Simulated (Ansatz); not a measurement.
C$_{2}$H$_{5}$NOS, SMILES `CSC(=N)O`. Charge 0, multiplicity 1.

Cartesian coordinates in Å:
```
C -1.023 1.010 0.944
S 0.716 0.570 0.815
C 0.748 -0.583 -0.510
N 1.778 -1.163 -0.951
O -0.456 -0.818 -1.053
H -1.081 1.729 1.762
H -1.377 1.475 0.026
H -1.630 0.139 1.183
H 2.622 -0.898 -0.455
H -0.296 -1.461 -1.760
```

Problem. What are the harmonic wavenumbers in cm⁻¹ at PBE0-D4/def2-TZVP (Ansatz, finite differences of forces, unscaled)? (An estimate is asked.)

Solution. Ansatz gave: 64, 154, 226, 410, 473, 514, 656, 707, 748, 797, 975, 987, 1071, 1221, 1343, 1399, 1455, 1472, 1713, 3075, 3167, 3180, 3562, 3770.

Problem. Is this a minimum?

Solution. Yes, all 24 modes are real.

Problem. Give the ideal-gas thermochemistry at 298.15 K and 1 bar (rigid rotor, harmonic oscillator; point group Cs, symmetry number 1).

Solution. Zero-point energy 198.2 kJ/mol; H(298) − E = 216.8 kJ/mol; entropy 327.4 J/(mol·K), of which translation 165.1, rotation 109.4, vibration 52.9; G(298) − E = 119.1 kJ/mol. Modes under 100 cm⁻¹ are hindered rotations or soft bends, so the harmonic entropy is rough.

Problem. Rotational constants (cm⁻¹)?

Solution. 0.25, 0.1093, 0.07717.
